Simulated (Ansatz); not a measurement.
How methods differ on AlH3 (SMILES [AlH3])

The species is AlH3 (4 atoms), meant as a singlet with charge 0. SMILES: `[AlH3]`. The shape was relaxed beforehand at r2SCAN/def2-SVP.

Each level gives the adiabatic electron affinity (to the doublet anion, shapes relaxed at r2SCAN/def2-SVP, no zero-point term) (eV). The values are calculated.

The electron affinity is E(neutral) − E(anion): positive where the electron is bound.

```json
{"level": "HF/def2-TZVPP", "kind": "Hartree–Fock", "program": "Ansatz", "value (eV)": "-0.19", "less CCSD(T)/def2-TZVPP": "-0.36"}
{"level": "SVWN5/def2-TZVPP", "kind": "LDA", "program": "Ansatz", "value (eV)": "0.38", "less CCSD(T)/def2-TZVPP": "+0.21"}
{"level": "BLYP/def2-TZVPP", "kind": "GGA", "program": "Ansatz", "value (eV)": "0.12", "less CCSD(T)/def2-TZVPP": "-0.05"}
{"level": "B3LYP/def2-TZVPP", "kind": "global hybrid", "program": "Ansatz", "value (eV)": "0.25", "less CCSD(T)/def2-TZVPP": "+0.08"}
{"level": "CAM-B3LYP/def2-TZVPP", "kind": "range-separated hybrid", "program": "Ansatz", "value (eV)": "0.23", "less CCSD(T)/def2-TZVPP": "+0.06"}
{"level": "RPA@PBE/def2-TZVPP", "kind": "RPA", "program": "Ansatz", "value (eV)": "0.42", "less CCSD(T)/def2-TZVPP": "+0.25"}
{"level": "MP2/def2-TZVPP", "kind": "perturbation theory", "program": "Ansatz", "value (eV)": "0.07", "less CCSD(T)/def2-TZVPP": "-0.10"}
{"level": "CCSD(T)/def2-TZVPP", "kind": "coupled cluster or CI", "program": "Ansatz", "value (eV)": "0.17", "less CCSD(T)/def2-TZVPP": "0.00"}
```

CCSD(T)/def2-TZVPP is the highest level here, not the true value. Sets without diffuse functions describe the anion poorly, and affinities from them come out too low, at high levels too. The values span -0.19 to 0.42 eV. The levels disagree on the sign; a negative value means an electron held by the basis alone.
